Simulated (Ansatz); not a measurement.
Input file for Ansatz (a quantum-chemistry and plane-wave program): R-MP2/cc-pV(T+d)Z on CH6Si (SMILES C[SiH3]), atoms moved off the minimum. Files ending in .json are basis or fitting sets from the Basis Set Exchange.

Ansatz 0.2 input:
```yaml
crystal:
  periodic: [false, false, false]
  atoms:
    - {symbol: Si, position_ang: [-0.62020574, 0.09637649, 0.00021526]}
    - {symbol: C, position_ang: [1.26393851, -0.25518512, -0.00960918]}
    - {symbol: H, position_ang: [-1.21829563, -0.72185296, -1.16168876]}
    - {symbol: H, position_ang: [-0.98562367, 1.52670208, -0.38721177]}
    - {symbol: H, position_ang: [-1.19988601, -0.23941230, 1.36183915]}
    - {symbol: H, position_ang: [1.39252496, -1.11283718, 0.21055120]}
    - {symbol: H, position_ang: [1.69011011, 0.54767512, 0.78363188]}
    - {symbol: H, position_ang: [1.65804419, 0.09263515, -0.94655960]}
basis:
  gaussian:
    orbitals: cc-pV_T+d_Z.json
magnetization: {spin_polarized: false}
correlation: {method: mp2, electrons: outside_noble_gas}
scf: {lower_state_search: off}
output: {forces: true}
```

The log:

```
Functional definition: HF
[...]
these checks for a lower state are left out or cut short: starts, cluster_reference, orbital_swaps, neighbouring_geometries, increment
integrals: 0.15 GiB planned
849 factors; integrals over basis functions are off by at most 1.2e-3 eV
mean field: 0.28 GiB planned
mean field evaluation 1: about -8985.2863 eV, gradient 2.6e1 eV
mean field evaluation 2: about -8985.2862 eV, gradient 2.6e1 eV
mean field evaluation 4: about -8987.2411 eV, gradient 2.4e0 eV
mean field evaluation 8: about -8987.2689 eV, gradient 4.6e-4 eV
mean field -8987.26891121 eV, -330.2760406972 hartree, gradient 3.5e-6 eV, S^2 0.000000; 0 other end points of the search recorded, 0 dependent functions left out
6 core orbitals not correlated
reference -8987.26891121 eV, -330.2760406972 hartree; 7, 7 occupied and 140, 140 virtual orbitals, 849 factors
densities: 0.32 GiB planned
second order -8.66881895 eV of doubles, -0.00000000 eV of singles
the calculation of the forces begins
Total energy: -8995.93773016 eV, -330.5946139176 hartree
Atom 0 at    -0.620206     0.096376     0.000215 Å, force    -0.173509    -0.048249    -0.914483 eV/Å
Atom 1 at     1.263939    -0.255185    -0.009609 Å, force    -2.333790    14.053576    -0.596579 eV/Å
Atom 2 at    -1.218296    -0.721853    -1.161689 Å, force     0.160871     0.320775     1.000049 eV/Å
Atom 3 at    -0.985624     1.526702    -0.387212 Å, force     0.358132    -0.672098     0.440938 eV/Å
Atom 4 at    -1.199886    -0.239412     1.361839 Å, force     0.153807     0.102984    -0.732720 eV/Å
Atom 5 at     1.392525    -1.112837     0.210551 Å, force     2.310831   -11.150467     2.862659 eV/Å
Atom 6 at     1.690110     0.547675     0.783632 Å, force    -0.742494    -2.268769    -1.598664 eV/Å
Atom 7 at     1.658044     0.092635    -0.946560 Å, force     0.266151    -0.337751    -0.461200 eV/Å
Dipole moment:     0.136311    -0.011994     0.042541 e Å
Checks for a lower state left out: starts, cluster_reference, orbital_swaps, neighbouring_geometries, increment
```

The run converged.

Cost: roughly 3 core-seconds.
